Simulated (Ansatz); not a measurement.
Molecule: C3H2N, net charge -1, singlet state. It need not be the lowest isomer of its formula. Whether it binds its extra electron was not tested at this geometry. 
Coordinates optimised at B3LYP-D3(BJ)/def2-TZVP (Ansatz, a first-principles code):
```
C
C 1 1.3432
H 2 1.0931 1 121.21
C 1 1.4006 2 119.50 3 180.00
N 4 1.1721 1 172.72 2 -180.00
H 2 1.1009 3 113.54 1 180.00
```
Charge -1, spin multiplicity 1.

Basis-set convergence of Hartree-Fock and CCSD correlation energies (hartree) with Ansatz. Cores are frozen in the correlated levels unless marked. Spin-orbit coupling is left out. No relativistic terms. This anion needs diffuse functions, which these sets lack.

The Hartree-Fock reference is unstable (checked in the largest basis), which strains HF and MP2. 

| basis | functions | E(HF) | E(corr, CCSD) |
|---|---|---|---|
| cc-pVDZ | - | -169.15349 | -0.56460 |
| cc-pVTZ | 148 | … | … |

Q: Some entries are withheld; supply them.

A: 
- cc-pVTZ, E(HF): -169.20292
- cc-pVTZ, E(corr, CCSD): -0.67557
